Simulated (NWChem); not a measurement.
# chlorine (Cl$_{2}$); SMILES ClCl

```xyz
2

Cl     0.0000     0.0000     1.0215
Cl     0.0000     0.0000    -1.0215
```
Atoms are numbered in this order, from 1.

Coordinates come from a B3LYP/6-31G* (spherical d) optimisation.

**Question.** List the 4 lowest vertical singlet excitations from PBE/def2-TZVP, TDA (NWChem).

**Answer.** 
| state | energy (eV) | oscillator strength | leading excitation (squared amplitude) |
|---|---|---|---|
| S1 | 3.23 | 0.000 | HOMO → LUMO (1.00) |
| S2 | 3.23 | 0.000 | HOMO−1 → LUMO (1.00) |
| S3 | 5.63 | 0.000 | HOMO−2 → LUMO (1.00) |
| S4 | 5.63 | 0.000 | HOMO−3 → LUMO (1.00) |
